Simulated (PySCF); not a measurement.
Dimethylsilane, C2H8Si.
Numbering: `[CH3:1][SiH2:2][CH3:3]` (hydrogens: H4, H5, H6 on C1; H7, H8 on Si2; H9, H10, H11 on C3)

Geometry (PBE0-D3(BJ)/def2-SVP, Å), atoms numbered from 1 in this order:
```
atom  x, y, z in Å
C1     1.4897    0.5482   -0.2089
Si2    0.1217   -0.7345    0.0448
C3    -1.5663    0.0882    0.1610
H4     2.2190    0.5280    0.6146
H5     1.0673    1.5637   -0.2587
H6     2.0383    0.3672   -1.1453
H7     0.3718   -1.5160    1.2990
H8     0.1210   -1.7154   -1.0883
H9    -2.3635   -0.6529    0.3248
H10   -1.5898    0.8031    0.9988
H11   -1.8003    0.6401   -0.7630
```

Computed, not measured: PBE0-D3(BJ)/def2-SVP geometry optimisation, gas phase (PySCF).

Masses are those of the commonest isotopes; rigid-rotor values at the optimised geometry. 

Q: What are A, B and C (GHz)?

A: Ia = 30.64, Ib = 86.67, Ic = 105.08 u·Å²; 505379 MHz·u·Å²/I gives 16494, 5831 and 4809 MHz, that is A = 16.494, B = 5.8310, C = 4.8093 GHz.

Q: What kind of rotor is it?

A: An asymmetric top. Ray's parameter κ = (2B − A − C)/(A − C) = -0.825; −1 is the prolate and +1 the oblate limit.

Q: What does the inertial defect say?

A: Not planar: Δ = Ic − Ia − Ib = -12.23 u·Å². For a rigid frame Δ = −2 Σ m c², so Σ m c² = 6.11 u·Å² lies off the ab plane, practically all of it from hydrogen. The atom farthest from that plane is 1.21 Å away.

Q: List the rotational levels J(Ka,Kc) to J = 3 (K).

A: Above 0(0,0), as E/k:
J = 1: 1(0,1) 0.511, 1(1,1) 1.022, 1(1,0) 1.071
J = 2: 2(0,2) 1.529, 2(1,2) 1.995, 2(1,1) 2.142, 2(2,1) 3.677, 2(2,0) 3.680
J = 3: 3(0,3) 3.047, 3(1,3) 3.451, 3(1,2) 3.745, 3(2,2) 5.209, 3(2,1) 5.226, 3(3,1) 7.892, 3(3,0) 7.893
Those of J = 1 are B + C, A + C and A + B.

Q: Which types of transition are allowed, and where do some lines up to J = 2 fall?

A: The dipole components are |μa| = 0.04 D, |μb| = 0.80 D, |μc| = 0.00 D; the mirror of this Cs structure is the ab plane, so μc vanishes by symmetry and there are no c-type lines. The squared components, which scale the intensities, stand as 0.00 : 1.00 (a : b). Some lines, for components of 0.1 D or more:

```json
{"type": "b", "branch": "R", "J(Ka,Kc)": "2(0,2) ← 1(1,1)", "MHz": "10547", "lower level (cm⁻¹)": "0.711"}
{"type": "b", "branch": "Q", "J(Ka,Kc)": "1(1,0) ← 1(0,1)", "MHz": "11685", "lower level (cm⁻¹)": "0.355"}
{"type": "b", "branch": "Q", "J(Ka,Kc)": "2(1,1) ← 2(0,2)", "MHz": "12777", "lower level (cm⁻¹)": "1.062"}
{"type": "b", "branch": "R", "J(Ka,Kc)": "1(1,1) ← 0(0,0)", "MHz": "21304", "lower level (cm⁻¹)": "0.000"}
{"type": "b", "branch": "R", "J(Ka,Kc)": "2(1,2) ← 1(0,1)", "MHz": "30922", "lower level (cm⁻¹)": "0.355"}
{"type": "b", "branch": "Q", "J(Ka,Kc)": "2(2,0) ← 2(1,1)", "MHz": "32060", "lower level (cm⁻¹)": "1.489"}
{"type": "b", "branch": "Q", "J(Ka,Kc)": "2(2,1) ← 2(1,2)", "MHz": "35055", "lower level (cm⁻¹)": "1.386"}
{"type": "b", "branch": "R", "J(Ka,Kc)": "2(2,1) ← 1(1,0)", "MHz": "54293", "lower level (cm⁻¹)": "0.745"}
{"type": "b", "branch": "R", "J(Ka,Kc)": "2(2,0) ← 1(1,1)", "MHz": "55384", "lower level (cm⁻¹)": "0.711"}
```

Q: Estimate the classical rotational partition function at 100 K, 298.15 K and 500 K.

A: Point group Cs, symmetry number σ = 1; q = (√π/σ)·√((kT/h)³/(ABC)), k/h = 20836.6 MHz/K: 7840 at 100 K, 40400 at 298.15 K, 87600 at 500 K.

Stationary, but not proved a minimum. No vibrational averaging or centrifugal distortion is included, and the geometry carries the error of its method. A rigid rotor knows nothing of internal rotation, which can split or shift real lines.

Time: 8.6 s; peak memory 0.34 GiB. Hardware: Arm Neoverse V2, one thread, no GPU, shared host with 96 logical CPUs at a one-minute load of 37. These figures are those of the optimisation.
